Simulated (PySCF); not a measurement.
# SiC (triplet): the SCF solver's settings

Aim: find out which solver settings change the answer for SiC (triplet).

Program: PySCF 2.14.0. Level of theory: method and basis as typed in the scripts. These are calculated values, not measurements.

4 further runs of the same task are left out: 4 that didn't finish.

## Step 1: Where the work starts

SiC (triplet): 2 atoms, charge 0, spin multiplicity 3.

Bond lengths: Si1–C2 1.643 Å.

## Step 2: The run that the others are compared with

input.py reads:

```python
from pyscf import gto, scf

mol = gto.M(
    atom='Si 0 0 0; C 0 0 1.643',
    basis='sto-3g',
    charge=0,
    spin=2,
    verbose=4,
)
mf = scf.UHF(mol)
mf = mf.density_fit(auxbasis='def2-universal-jkfit')
mf = mf.newton()
mf.kernel()
mf.stability(internal=True, external=True)
mf.dip_moment()
print('orbital energies (hartree):', [e[max(0, n-3):n+3].round(4) for e, n in zip(mf.mo_energy, mol.nelec)])
```

On the command line:

```console
> OMP_NUM_THREADS=1 python input.py
```

Its log is not repeated here.

In short: E(SCF) = -322.787869 Eh, 4 macro-iterations, ⟨S²⟩ = 2.556, μ = 0.27 D, internal stable; real -> complex stable; UHF/UKS -> GHF/GKS stable.

⟨S²⟩ = 2.56 against 2.00 for a pure state: the determinant is spin-contaminated. The bond length is a typed value, not an optimised one. The triplet is typed in the script; nothing here shows that it is the ground state.

## Step 3: DIIS space off

Edit 1 changes DIIS space: default → off.

input.py reads:

```python
from pyscf import gto, scf

mol = gto.M(
    atom='Si 0 0 0; C 0 0 1.643',
    basis='sto-3g',
    charge=0,
    spin=2,
    verbose=4,
)
mf = scf.UHF(mol)
mf = mf.density_fit(auxbasis='def2-universal-jkfit')
mf.diis = False
mf = mf.newton()
mf.kernel()
mf.stability(internal=True, external=True)
mf.dip_moment()
print('orbital energies (hartree):', [e[max(0, n-3):n+3].round(4) for e, n in zip(mf.mo_energy, mol.nelec)])
```

On the command line:

```console
> OMP_NUM_THREADS=1 python input.py
```

## Step 4: DIIS space 4

Edit 2 changes DIIS space: default → 4.

Edit input.py of step 2 so:

```diff
@@ -11,2 +11,3 @@
 mf = mf.density_fit(auxbasis='def2-universal-jkfit')
+mf.diis_space = 4
 mf = mf.newton()
```

## Step 5: DIIS space 2

Edit 3 changes DIIS space: default → 2.

Edit input.py of step 2 so:

```diff
@@ -11,2 +11,3 @@
 mf = mf.density_fit(auxbasis='def2-universal-jkfit')
+mf.diis_space = 2
 mf = mf.newton()
```

## Step 6: Cycle limit 200

Edit 4 changes cycle limit: 50 → 200.

Edit input.py of step 2 so:

```diff
@@ -11,2 +11,3 @@
 mf = mf.density_fit(auxbasis='def2-universal-jkfit')
+mf.max_cycle = 200
 mf = mf.newton()
```

## Step 7: Initial guess core

Edit 5 changes initial guess: minao → core.

Edit input.py of step 2 so:

```diff
@@ -11,2 +11,3 @@
 mf = mf.density_fit(auxbasis='def2-universal-jkfit')
+mf.init_guess = 'core'
 mf = mf.newton()
```

## Step 8: Initial guess atom

Edit 6 changes initial guess: minao → atom.

Edit input.py of step 2 so:

```diff
@@ -11,2 +11,3 @@
 mf = mf.density_fit(auxbasis='def2-universal-jkfit')
+mf.init_guess = 'atom'
 mf = mf.newton()
```

What does the calculation give? Wanted: for each run, E(SCF); from base; gap, α spin; SCF dipole; after the SCF.

As calculated:

```tsv
run	E(SCF) (hartree)	from base (eV)	cycles	gap, α spin (eV)	SCF dipole (D)	after the SCF
base	-322.787869	0	4 macro	14.81	0.27	stable
DIIS space off	-322.787869	0.0000	4 macro	14.81	0.27	stable
DIIS space 4	-322.787869	0.0000	4 macro	14.81	0.27	stable
DIIS space 2	-322.787869	0.0000	4 macro	14.81	0.27	stable
cycle limit 200	-322.787869	0.0000	4 macro	14.81	0.27	stable
initial guess core	-322.787869	0.0000	4 macro	14.81	0.27	stable
initial guess atom	-322.787869	0.0000	4 macro	14.81	0.27	stable
```

Distance from each run's final energy (log10 hartree) by cycle:

```tsv
run	cycle 1	cycle 2	cycle 3	cycle 5	cycle 8	cycle 12
base	-1.8	-4.2	< -11	done	done	done
DIIS space off	-1.8	-4.2	< -11	done	done	done
DIIS space 4	-1.8	-4.2	< -11	done	done	done
DIIS space 2	-1.8	-4.2	< -11	done	done	done
cycle limit 200	-1.8	-4.2	< -11	done	done	done
initial guess core	-1.8	-4.2	< -11	done	done	done
initial guess atom	-1.7	-3.9	< -11	done	done	done
```

With DIIS space off or DIIS space 4 or DIIS space 2 or cycle limit 200 or initial guess core or initial guess atom the SCF ends at the base energy. PySCF falls back to minao for a guess that it doesn't know or can't read, so that run repeats the base. The cycles with DIIS space off or DIIS space 4 or DIIS space 2 repeat those of the base digit for digit, so the setting never acted.
